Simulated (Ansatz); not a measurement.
# NPSi: the cost of one run

Method: def2-QZVPP, core rule «outside noble gas», up to 11 orbitals frozen; program: Ansatz 0.2.0, Gaussian basis.

Plan: UHF; ROHF; CCSD(T) on UHF.

2 further runs of the same task are left out: 2 set aside as unsound or not needed.

### Step 1. The system

The geometry is a PBE0/def2-TZVP stationary point (not a proven minimum) of the parent state, kept for this charge and spin.

3 atoms, charge 1, spin multiplicity 2.

Atoms are counted from 1 here; the program's logs count them from 0.

Bond lengths: N1–Si2 1.608 Å, Si2–P3 2.062 Å. Angles: N1–Si2–P3 180.0°.

### Step 2. UHF

in.yaml

```yaml
crystal:
  periodic: [false, false, false]
  atoms:
    - {symbol: N, position_ang: [0.000000, 0.000000, 1.759600]}
    - {symbol: Si, position_ang: [0.000000, 0.000000, 0.151300]}
    - {symbol: P, position_ang: [0.000000, 0.000000, -1.910900]}
basis:
  gaussian: {orbitals: "def2-QZVPP.json"}
total_charge: 1
magnetization: {spin_polarized: true, initial_magnetization: 1}
hamiltonian: {xc: hf}
output: {orbitals: {seedname: orbitals}}
```

The run is started by

```sh
$ ansatz run in.yaml --threads 1 --pin off --events-out ev --progress --plain --max-ram 2393MiB
```

Q: Estimate wall time and peak memory on 1 thread of Arm Neoverse V2, shared host.

About 84 s, with a peak of 0.53 GiB.
